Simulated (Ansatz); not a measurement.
Relaxation of H₆OSi₂ (9 atoms, charge 0, multiplicity 1), to a largest force component of 0.03 eV/Å in at most 50 steps.

Computed with RKS B3LYP-D4/def2-SVP in Ansatz 0.2.0.

```xyz
9
Properties=species:S:1:pos:R:3:forces:R:3
Si 0.065 0.190 -1.161 0.03 0.07 0.46
O 0.917 0.147 1.566 0.24 -0.47 -1.06
Si -0.152 -0.434 2.739 0.04 -0.08 -0.10
H -1.025 -1.500 2.174 -0.03 0.00 0.00
H 0.587 -1.001 3.905 0.03 0.04 -0.02
H -0.949 0.744 3.158 0.00 0.01 0.01
H 1.454 -0.473 1.022 -0.31 0.40 0.76
H -0.942 1.268 -0.770 -0.01 0.06 -0.07
H -0.913 -0.922 -0.757 0.01 -0.02 0.02
```

Task: Where does it end, and by what steps?

Result: The run converged. The force dipped under the threshold on the way, but the program's further checks kept it going. After 21 steps the energy has fallen by 0.567 eV; H6 moved furthest, 0.70 Å. Joined: Si1–O2 (2.86 → 2.06 Å).

| step | energy less start (eV) | largest force component (eV/Å) | accepted |
| --- | --- | --- | --- |
| 0 | 0.0000 | 1.064 | yes |
| 1 | -0.2105 | 1.439 | yes |
| 2 | -0.3887 | 1.451 | yes |
| 3 | -0.4963 | 1.174 | yes |
| 4 | -0.5363 | 0.172 | yes |
| 5 | -0.5362 | 0.619 | no |
| 6 | -0.5500 | 0.251 | yes |
| 7 | -0.5562 | 0.151 | yes |
| 8 | -0.5587 | 0.092 | yes |
| 9 | -0.5595 | 0.069 | yes |
| 10 | -0.5582 | 0.265 | no |
| 11 | -0.5606 | 0.024 | yes |
| 12 | -0.5609 | 0.048 | yes |
| 13 | -0.5614 | 0.101 | yes |
| 14 | -0.5621 | 0.100 | yes |
| 15 | -0.5629 | 0.131 | yes |
| 16 | -0.5638 | 0.137 | yes |
| 17 | -0.5650 | 0.148 | yes |
| 18 | -0.5660 | 0.075 | yes |
| 19 | -0.5668 | 0.048 | yes |
| 20 | -0.5666 | 0.036 | no |
| 21 | -0.5669 | 0.009 | yes |

```xyz
9
Properties=species:S:1:pos:R:3
Si 0.057 0.135 -0.758
O 0.786 -0.158 1.145
Si -0.256 -0.507 2.471
H -0.900 -1.827 2.266
H 0.621 -0.542 3.676
H -1.229 0.602 2.527
H 1.699 -0.473 1.156
H -0.555 1.460 -0.290
H -1.181 -0.670 -0.317
```

Whether the end is a true minimum wasn't checked by a vibrational analysis.

Time of the run: 24 s on 1 thread of AMD EPYC 9R45 96-Core Processor (Zen 5) (shared host), peak memory 0.16 GiB.
